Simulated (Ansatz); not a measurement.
Reaction (substitution at a C–C bond): `CC(F)(F)C=O` + HCl → `O=CC(F)(F)Cl` + CH₄

Computed with Ansatz on PBE0-D4/def2-TZVP structures; ΔE is electronic, products minus reactants. CCSD(T)/CBS adds triple-zeta CCSD(T) − MP2 to the extrapolated MP2 energy (def2 sets, frozen cores). This one scheme is used for every species. Functionals use def2-TZVPP. Each species was taken in one conformer, which may not be the lowest.

| species | r2SCAN-D4 energy (Eh) |
| --- | --- |
| `CC(F)(F)C=O` | -391.60720 |
| HCl | -460.78592 |
| `O=CC(F)(F)Cl` | -811.87854 |
| CH₄ | -40.50108 |

Problem. Work out ΔE.

Solution. ΔE = (-811.87854) + (-40.50108) − (-391.60720) − (-460.78592) = 0.01350 Eh = +0.37 eV. CCSD(T)/CBS gives +0.50 eV.

Largest T1 diagnostic among the species: 0.013.

In def2-TZVPP, CCSD(T) changes the Hartree–Fock value by −0.08 eV (the triples alone add −0.04 eV) and MP2 by −0.11 eV. From PBE to PBE0 (25 % exact exchange), in def2-TZVPP and without D4, ΔE moves by +0.09 eV.
